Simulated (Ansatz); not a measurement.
Molecule: NO, net charge 0, doublet state. 
Structure (B3LYP-D3(BJ)/def2-TZVP (Ansatz, an electronic-structure program) minimum search):
SMILES: [N]=O
```xyz
2

N      0.0000     0.0000    -0.6106
O      0.0000     0.0000     0.5343
```
Charge 0, spin multiplicity 2.

Quantity: vertical ionisation energy (to the singlet state of charge +1; each state is the SCF solution reached for its spin; for the singlet the Hartree-Fock reference is unstable and T1 is 0.022), in eV. Valence correlation only, unless marked. UHF or UKS for open shells. No spin-orbit coupling. No relativistic terms. CBS marks a two-point X^-3 extrapolation of the correlation energy; Hartree-Fock from the larger set.

```json
[
 {"level": "r2SCAN/def2-TZVPD", "program": "Ansatz", "vertical ionisation energy (eV)": "10.04"},
 {"level": "B3LYP/def2-TZVPD", "program": "Ansatz", "vertical ionisation energy (eV)": "…"},
 {"level": "BHLYP/def2-TZVPD", "program": "Ansatz", "vertical ionisation energy (eV)": "10.39"},
 {"level": "CAM-B3LYP/def2-TZVPD", "program": "Ansatz", "vertical ionisation energy (eV)": "…"},
 {"level": "wB97M-V/def2-TZVPD", "program": "Ansatz", "vertical ionisation energy (eV)": "9.88"},
 {"level": "CCSD/aug-cc-pVDZ", "program": "Ansatz", "vertical ionisation energy (eV)": "…"},
 {"level": "CCSD/def2-SVPD", "program": "Ansatz", "vertical ionisation energy (eV)": "…"},
 {"level": "CCSD/aug-cc-pVTZ", "program": "Ansatz", "vertical ionisation energy (eV)": "9.67"},
 {"level": "CCSD/aug-cc-pVQZ", "program": "Ansatz", "vertical ionisation energy (eV)": "9.73"},
 {"level": "CCSD(T)/CBS(aug-cc-pVTZ,aug-cc-pVQZ)", "program": "Ansatz", "vertical ionisation energy (eV)": "9.63"}
]
```

Problem. Fill in the missing entries.

Solution. 
- B3LYP/def2-TZVPD, vertical ionisation energy (eV): 10.20
- CAM-B3LYP/def2-TZVPD, vertical ionisation energy (eV): 10.27
- CCSD/aug-cc-pVDZ, vertical ionisation energy (eV): 9.45
- CCSD/def2-SVPD, vertical ionisation energy (eV): 9.57
